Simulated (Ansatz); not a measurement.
**Relaxing a trial structure of CH4Si2**

The starting geometry of this gas-phase singlet was optimised with GFN2-xTB; its bonds are those of `[Si]=C[SiH3]`.

```yaml
atoms:
  - { symbol: C, position_ang: [-0.8381, -1.0436, 0.2094] }
  - { symbol: Si, position_ang: [0.8020, -0.1663, 0.2517] }
  - { symbol: Si, position_ang: [-1.0933, -2.6444, -0.4978] }
  - { symbol: H, position_ang: [0.7882, 1.1145, -0.4780] }
  - { symbol: H, position_ang: [-1.6666, -0.5047, 0.6598] }
  - { symbol: H, position_ang: [1.8031, -1.0434, -0.3868] }
  - { symbol: H, position_ang: [1.2607, 0.1295, 1.6219] }
```

Problem. Predict what becomes of its bonds when it is optimised with PBE0-D4/def2-TZVP.

Solution. A new bond forms, giving a structure given below by its coordinates. Contacts that close: Si2–Si3 (3.21 → 2.53 Å).

The energy falls by 0.29 eV over 14 steps:

| step | E − E(last) (eV) |
| --- | --- |
| 1 | 0.289 |
| 2 | 0.207 |
| 4 | 0.176 |
| 5 | 0.134 |
| 7 | 0.074 |
| 8 | 0.047 |
| 10 | 0.006 |
| 11 | 0.000 |
| 13 | 0.000 |
| 14 | 0.000 |

Final geometry (Å):

```csv
atom,x (Å),y (Å),z (Å)
C,-0.9694,-0.8965,0.3082
Si,0.6351,-0.1008,0.3205
Si,-0.3208,-2.2900,-0.4983
H,0.9369,1.0467,-0.5750
H,-1.9433,-0.6035,0.6683
H,1.2936,-1.3453,-0.4171
H,1.4239,0.0311,1.5735
```

Frequencies at the end are all real (lowest 342 cm⁻¹). Run with Ansatz 0.2.0, 23 s on 2 threads of Arm Neoverse V1, on a shared host.
